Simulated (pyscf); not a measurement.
## 1,1-elimination: H₃C–AlH₂ -> H₃C–Al [singlet] + hydrogen (H₂)

Gas phase, singlet surface, charge 0. Bonds broken: Al2–H6, Al2–H7. Bonds formed: H6–H7. Structures and frequencies: ωB97X-D3(BJ)/def2-SVP in PySCF.

Transition state (Å):

```xyz
7

C      0.8222    -0.1595    -0.2353
Al    -0.9449     0.6715     0.0022
H      1.6046     0.6155    -0.2765
H      0.8716    -0.7606    -1.1552
H      1.0548    -0.8086     0.6243
H     -0.5277     1.4990     1.5582
H     -1.7056     1.6159     1.0289
```

One imaginary mode, 1474i cm⁻¹; descent along it reached the two sides named.

| bond | change | reactant side (Å) | saddle | product side |
|---|---|---|---|---|
| Al2–H6 | breaks | 1.591 | 1.811 | 3.1 |
| Al2–H7 | breaks | 1.591 | 1.589 | 3.1 |
| H6–H7 | forms | 2.7 | 1.297 | 0.761 |

Electronic energies relative to the reactant's lowest minimum found (kJ/mol):

```csv
level,barrier,reaction energy,reverse barrier
ωB97X-D3(BJ)/def2-TZVP,308.8,+134.2,174.6
PBE/def2-TZVP,249.5,+114.7,134.8
r²SCAN/def2-TZVP,270.4,+135.2,135.2
B3LYP-D3(BJ)/def2-TZVP,280.4,+117.1,163.3
PBE0-D3(BJ)/def2-TZVP,275.4,+126.2,149.3
M06-2X/def2-TZVP,286.0,+107.8,178.2
ωB97M-D3(BJ)/def2-TZVP,294.9,+118.6,176.3
HF/def2-TZVP,360.4,+130.6,229.8
```

With ωB97M-D3(BJ)/def2-TZVP energies and thermal terms (ideal gas, 1 atm, RRHO with modes under 100 cm⁻¹ raised to 100, one conformer, R ln 2 for chiral ones without a mode under 150 cm⁻¹), in kJ/mol:

| T (K) | ΔH‡ | ΔG‡ | ΔH | ΔG |
|---|---|---|---|---|
| 298 | 286.8 | 288.6 | +112.2 | +82.6 |
| 600 | 285.7 | 290.8 | +113.7 | +51.7 |
| 900 | 284.3 | 293.6 | +112.2 | +20.9 |
| 1200 | 282.5 | 296.9 | +109.1 | -9.1 |

This saddle turned up in a search for another step; its sides and bond changes are read from the two ends of the descent. This is the saddle that the search found; another between the same sides may lie lower.
